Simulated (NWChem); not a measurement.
The numbers come from NWChem runs, not from measurements. System: pyrazine (C4H4N2), charge 0, spin multiplicity 1, at a geometry optimised with PBE/def2-SVP. Level: RHF/def2-SVP.

Input file:

```
start mol
memory heap 200 mb stack 900 mb global 1100 mb
geometry units angstroms nocenter noautoz
  C     -0.703436     0.000000     1.138179
  C      0.703436     0.000000     1.138179
  N      1.414738     0.000000     0.000000
  C      0.703436     0.000000    -1.138179
  C     -0.703436     0.000000    -1.138179
  N     -1.414738     0.000000     0.000000
  H     -1.267837     0.000000     2.088384
  H      1.267837     0.000000     2.088384
  H      1.267837     0.000000    -2.088384
  H     -1.267837     0.000000    -2.088384
  symmetry group D2h
end
basis spherical
  * library def2-svp
end
scf
  rhf
  nopen 0
  maxiter 100
  thresh 1e-7
  semidirect memsize 60000000 filesize 0
end
task scf energy
```

Part of the output:

```
             Northwest Computational Chemistry Package (NWChem) 7.3.0
             --------------------------------------------------------

                                NWChem Input Module
                                -------------------

 Scaling coordinates for geometry "geometry" by  1.889725989
 (inverse scale =  0.529177249)

 Turning off AUTOSYM since
 SYMMETRY directive was detected!

                             Geometry "geometry" -> ""
                             -------------------------

 Output coordinates in angstroms (scale by  1.889725989 to convert to a.u.)

  No.       Tag          Charge          X              Y              Z
 ---- ---------------- ---------- -------------- -------------- --------------
    1 C                    6.0000    -0.70343600     0.00000000     1.13817900
    2 C                    6.0000     0.70343600     0.00000000     1.13817900
    3 N                    7.0000     1.41473800     0.00000000     0.00000000
    4 C                    6.0000     0.70343600     0.00000000    -1.13817900
    5 C                    6.0000    -0.70343600     0.00000000    -1.13817900
    6 N                    7.0000    -1.41473800     0.00000000     0.00000000
    7 H                    1.0000    -1.26783700     0.00000000     2.08838400
    8 H                    1.0000     1.26783700     0.00000000     2.08838400
    9 H                    1.0000     1.26783700     0.00000000    -2.08838400
   10 H                    1.0000    -1.26783700     0.00000000    -2.08838400

 Effective nuclear repulsion energy (a.u.)     207.2851597853

            Nuclear Dipole moment (a.u.)
            ----------------------------
        X                 Y               Z
 ---------------- ---------------- ----------------
     0.0000000000     0.0000000000     0.0000000000

      Symmetry information
      --------------------

 Group name             D2h
 Group number             26
 Group order               8
 No. of unique centers     3

      Symmetry unique atoms

     1    3    7


 Summary of "ao basis" -> "" (spherical)
 ------------------------------------------------------------------------------
       Tag                 Description            Shells   Functions and Types
 ---------------- ------------------------------  ------  ---------------------
 *                          def2-svp                  on all atoms

 Summary of "ao basis" -> "ao basis" (spherical)
 ------------------------------------------------------------------------------
       Tag                 Description            Shells   Functions and Types
 ---------------- ------------------------------  ------  ---------------------
 C                          def2-svp                 6       14   3s2p1d
 N                          def2-svp                 6       14   3s2p1d
 H                          def2-svp                 3        5   2s1p

                                 NWChem SCF Module
                                 -----------------

  ao basis        = "ao basis"
  functions       =   104
  atoms           =    10
  closed shells   =    21
  open shells     =     0
  charge          =   0.00
  wavefunction    = RHF
  use symmetry    = T
  symmetry adapt  = T

 Summary of "ao basis" -> "ao basis" (spherical)
 ------------------------------------------------------------------------------
       Tag                 Description            Shells   Functions and Types
 ---------------- ------------------------------  ------  ---------------------
[...]
    16 b2u        17 b2g        18 b3u        19 b1g        20 ag
    21 b3g        22 b2u        23 au         24 ag         25 b1u
    26 b3u        27 b2g        28 ag         29 b1g        30 b1u
    31 b3u

             Final eigenvalues
             -----------------

              1
    1  -15.5955
    2  -15.5955
    3  -11.2954
    4  -11.2953
    5  -11.2943
    6  -11.2943
    7   -1.2953
    8   -1.2071
    9   -1.0412
   10   -0.8918
   11   -0.8810
   12   -0.7228
   13   -0.7076
   14   -0.6691
   15   -0.6097
   16   -0.5741
   17   -0.5528
   18   -0.4986
   19   -0.4377
   20   -0.4125
   21   -0.3618
   22    0.0862
   23    0.1117
   24    0.1949
   25    0.2081
   26    0.2381
   27    0.2464
   28    0.3129
   29    0.3205
   30    0.4259
   31    0.4474

                       ROHF Final Molecular Orbital Analysis
                       -------------------------------------

 Vector   19  Occ=2.000000D+00  E=-4.377049D-01  Symmetry=b1g
              MO Center= -1.2D-15, -1.3D-18, -2.8D-15, r^2= 2.8D+00
   Bfn.  Coefficient  Atom+Function         Bfn.  Coefficient  Atom+Function
  ----- ------------  ---------------      ----- ------------  ---------------
    33      0.337085   3 N  py               75     -0.337085   6 N  py
    36     -0.261838   3 N  py               78      0.261838   6 N  py
     5      0.155439   1 C  py               19     -0.155439   2 C  py
    47     -0.155439   4 C  py               61      0.155439   5 C  py

 Vector   20  Occ=2.000000D+00  E=-4.124645D-01  Symmetry=ag
              MO Center=  5.6D-17, -1.2D-18,  2.0D-17, r^2= 3.6D+00
   Bfn.  Coefficient  Atom+Function         Bfn.  Coefficient  Atom+Function
  ----- ------------  ---------------      ----- ------------  ---------------
    32      0.344049   3 N  px               74     -0.344049   6 N  px
    35     -0.288170   3 N  px               77      0.288170   6 N  px
     4     -0.208702   1 C  px               18      0.208702   2 C  px
    46      0.208702   4 C  px               60     -0.208702   5 C  px
    31     -0.156488   3 N  s                73     -0.156488   6 N  s

 Vector   21  Occ=2.000000D+00  E=-3.617645D-01  Symmetry=b3g
              MO Center=  5.5D-18, -5.8D-18,  6.4D-17, r^2= 2.9D+00
   Bfn.  Coefficient  Atom+Function         Bfn.  Coefficient  Atom+Function
  ----- ------------  ---------------      ----- ------------  ---------------
     5      0.288531   1 C  py               19      0.288531   2 C  py
    47     -0.288531   4 C  py               61     -0.288531   5 C  py
     8      0.228874   1 C  py               22      0.228874   2 C  py
    50     -0.228874   4 C  py               64     -0.228874   5 C  py

 Vector   22  Occ=0.000000D+00  E= 8.620421D-02  Symmetry=b2u
              MO Center=  2.4D-16,  5.6D-18,  3.5D-17, r^2= 3.2D+00
   Bfn.  Coefficient  Atom+Function         Bfn.  Coefficient  Atom+Function
  ----- ------------  ---------------      ----- ------------  ---------------
    36      0.483223   3 N  py               78      0.483223   6 N  py
    33     -0.333695   3 N  py               75     -0.333695   6 N  py
     8     -0.247116   1 C  py               22     -0.247116   2 C  py
    50     -0.247116   4 C  py               64     -0.247116   5 C  py
     5     -0.170505   1 C  py               19     -0.170505   2 C  py

 Vector   23  Occ=0.000000D+00  E= 1.117054D-01  Symmetry=au
              MO Center=  1.8D-16,  4.4D-17,  3.5D-16, r^2= 3.6D+00
   Bfn.  Coefficient  Atom+Function         Bfn.  Coefficient  Atom+Function
  ----- ------------  ---------------      ----- ------------  ---------------
     8      0.506187   1 C  py               22     -0.506187   2 C  py
    50      0.506187   4 C  py               64     -0.506187   5 C  py
     5      0.288848   1 C  py               19     -0.288848   2 C  py
    47      0.288848   4 C  py               61     -0.288848   5 C  py

 Vector   24  Occ=0.000000D+00  E= 1.949373D-01  Symmetry=ag
              MO Center=  3.1D-16, -4.4D-21, -1.0D-15, r^2= 1.0D+01
   Bfn.  Coefficient  Atom+Function         Bfn.  Coefficient  Atom+Function
  ----- ------------  ---------------      ----- ------------  ---------------
    86      1.098644   7 H  s                91      1.098644   8 H  s
    96      1.098644   9 H  s               101      1.098644  10 H  s
     3     -0.794266   1 C  s                17     -0.794266   2 C  s
    45     -0.794266   4 C  s                59     -0.794266   5 C  s
     9     -0.349552   1 C  pz               23     -0.349552   2 C  pz

 center of mass
 --------------
 x =   0.00000000 y =   0.00000000 z =   0.00000000

 moments of inertia (a.u.)
 ------------------
         284.840838359988           0.000000000000           0.000000000000
           0.000000000000         592.971017536129           0.000000000000
           0.000000000000           0.000000000000         308.130179176141

  Mulliken analysis of the total density
  --------------------------------------

    Atom       Charge   Shell Charges
 -----------   ------   -------------------------------------------------------
    1 C    6     5.92   1.99  0.89  0.23  1.98  0.76  0.06
    2 C    6     5.92   1.99  0.89  0.23  1.98  0.76  0.06
    3 N    7     7.30   1.99  1.03  0.54  2.29  1.42  0.03
    4 C    6     5.92   1.99  0.89  0.23  1.98  0.76  0.06
    5 C    6     5.92   1.99  0.89  0.23  1.98  0.76  0.06
    6 N    7     7.30   1.99  1.03  0.54  2.29  1.42  0.03
    7 H    1     0.93   0.75  0.15  0.02
    8 H    1     0.93   0.75  0.15  0.02
    9 H    1     0.93   0.75  0.15  0.02
   10 H    1     0.93   0.75  0.15  0.02

       Multipole analysis of the density wrt the origin
       ------------------------------------------------

     L   x y z        total         open         nuclear
     -   - - -        -----         ----         -------
     0   0 0 0     -0.000000      0.000000     42.000000

     1   1 0 0     -0.000000      0.000000      0.000000
     1   0 1 0     -0.000000      0.000000      0.000000
     1   0 0 1      0.000000      0.000000      0.000000

     2   2 0 0    -31.204321      0.000000    165.433647
     2   1 1 0      0.000000      0.000000      0.000000
     2   1 0 1     -0.000000      0.000000      0.000000
     2   0 2 0    -27.311908      0.000000      0.000000
     2   0 1 1      0.000000      0.000000      0.000000
     2   0 0 2    -19.798607      0.000000    173.325982

 Task  times  cpu:        1.3s     wall:        1.3s

 Total times  cpu:        1.4s     wall:        1.4s
```
